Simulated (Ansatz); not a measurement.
Z-matrix (Å, degrees):
```
N
C 1 1.4466
H 2 1.1017 1 110.20
H 2 1.1017 3 107.89 1 -120.36
H 2 1.1165 3 107.53 4 -115.72
C 1 1.4466 2 112.40 3 -175.49
H 6 1.1017 1 110.20 2 56.52
H 6 1.1017 7 107.89 1 -120.36
H 6 1.1165 7 107.53 8 -115.72
C 1 1.4466 2 112.40 3 56.53
H 10 1.1017 1 110.20 2 -56.52
H 10 1.1017 11 107.89 1 120.36
H 10 1.1165 11 107.53 12 115.72
```
Charge +1, spin multiplicity 2.

Computed with frozen-core CCSD(T)/cc-pVTZ // B3LYP-D3(BJ)/def2-SVP in Ansatz (a program for electronic structure). The geometry is that of the parent before the electron was removed.

```json
{
 "HF energy": "-173.07113 Ha",
 "MP2 correlation energy": "-0.70012 Ha"
}
```

Question: Estimate the CCSD correlation energy, the (T) correction, the total energy and the T1 diagnostic.

Answer: 
```json
{
 "CCSD correlation energy": "-0.75440 Ha",
 "(T) correction": "-0.02813 Ha",
 "CCSD(T) total energy": "-173.85365 Ha",
 "T1 diagnostic": "0.016"
}
```
